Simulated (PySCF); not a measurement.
# How the method moves the HOMO and LUMO of pentanal

Compound: pentanal, C₅H₁₀O.
Geometry (PBE0-D3(BJ)/def2-SVP, Å), atoms numbered from 1 in this order:
```
atom  x, y, z in Å
C1    -2.3801    0.2800   -0.2062
C2    -1.1255   -0.3014    0.4250
C3     0.1558    0.1969   -0.2273
C4     1.4145   -0.3810    0.3902
C5     2.6909    0.1276   -0.2150
O6     2.7520    0.9412   -1.0975
H7    -2.3878    1.3796   -0.1367
H8    -3.2922   -0.0916    0.2844
H9    -2.4456    0.0194   -1.2747
H10   -1.1049   -0.0575    1.5024
H11   -1.1593   -1.4043    0.3706
H12    0.1456   -0.0370   -1.3055
H13    0.2035    1.2977   -0.1735
H14    1.4694   -0.1741    1.4766
H15    1.4365   -1.4856    0.3230
H16    3.6273   -0.3101    0.2234
```

Basis pcSseg-1 throughout (PySCF), one geometry. Geometry: PBE0-D3(BJ)/def2-SVP, one conformer, isolated molecule.

Problem. How do the orbital energies, the gap and the dipole change with the method?

Solution. 
```tsv
method	kind	HOMO (eV)	LUMO (eV)	gap (eV)	μ (D)	SCF cycles
BLYP	GGA	-5.69	-1.59	4.10	2.52	15
OPBE	GGA	-5.71	-1.60	4.11	2.51	15
PBE	GGA	-5.78	-1.72	4.05	2.53	15
B97-D	GGA	-5.82	-1.63	4.19	2.57	15
BP86	GGA	-5.90	-1.82	4.09	2.57	16
LDA	LDA	-5.92	-1.98	3.94	2.64	15
KT3	GGA	-5.96	-1.63	4.32	2.48	15
KT2	GGA	-5.97	-1.65	4.32	2.53	15
B97-2	global hybrid	-7.12	-0.60	6.52	2.68	13
B3LYP	global hybrid	-7.16	-0.79	6.37	2.66	14
PBE0	global hybrid	-7.40	-0.51	6.89	2.69	14
mPW1PW91	global hybrid	-7.44	-0.53	6.92	2.71	14
CAM-B3LYP	range-separated hybrid	-8.86	0.76	9.62	2.71	13
BHandHLYP	global hybrid	-8.97	0.82	9.79	2.83	12
wB97X-D	range-separated hybrid	-9.34	1.39	10.73	2.75	14
LC-wPBE	range-separated hybrid	-10.16	2.04	12.20	2.74	13
HF	Hartree–Fock	-11.40	4.00	15.40	3.06	11
```

The HOMO spans 5.71 eV, from BLYP down to HF, and the gap runs from 3.94 eV (LDA) to 15.40 eV (HF). Over the methods BLYP (0 %), OPBE (0 %), PBE (0 %), B97-D (0 %), BP86 (0 %), LDA (0 %), KT3 (0 %), KT2 (0 %), B97-2 (21 %), B3LYP (20 %), PBE0 (25 %), mPW1PW91 (25 %), BHandHLYP (50 %), HF (100 %), a straight line through the gap against the share of exact exchange rises by 1.13 eV for each 10 % (correlation coefficient 1.000). The dipole ranges from 2.48 D (KT3) to 3.06 D (HF). This basis has no diffuse functions.

The vertical ΔSCF ionisation energy at CAM-B3LYP/def2-SVPD is 9.98 eV; −ε(HOMO) comes closest to it with LC-wPBE (10.16 eV).
